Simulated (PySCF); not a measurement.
## A search over the determinants of BF⁺

Unrestricted PBE0; PySCF, no relativity, basis sets B 6-311G(d,p), F 6-311G(d,p). Outer shells of the fragments: B+ 2s2; F 2s2 2p5.

Followed along the bond (rough minima from three points):

```
2Ms+1   unpaired  ⟨S²⟩ at the start  R at minimum (Å)  Te (eV)
    2        σ ↑               0.76              1.22     0.00
    4  σ ↑, π ↑↑               3.75  none in the scan   ≤ 8.06
```

Solutions found at the starting distance of 1.530 Å, counted from the lowest of them; the search is not exhaustive and high or unbound solutions are not listed, so other states can lie among these:

```csv
2Ms+1,unpaired,term,E (eV),⟨S²⟩,⟨Lz²⟩,μ (D)
2,σ ↑,²Σ⁺,0.00,0.76,0.00,-5.12
2,π ↑,²Π,4.05,0.75,1.00,-0.87
2,π ↑,²Π,5.06,0.84,1.00,-6.14
4,"σ ↑, π ↑↑",mixed,6.26,3.75,2.00,-1.62
4,"σ ↑, π ↑↑",mixed,6.47,3.75,2.00,-1.63
4,"σ ↑↑, π ↑",⁴Π,8.62,3.75,1.00,-1.83
```

A term symbol is given only where ⟨S²⟩ and ⟨Lz²⟩ are close to those of a pure state; real π, δ and φ orbitals otherwise mix terms. A positive dipole points towards F; it is taken about the centre of mass and depends on that origin.

Counting both spins, an empty level lies below a filled one in some of these solutions, because spin and occupation are held.
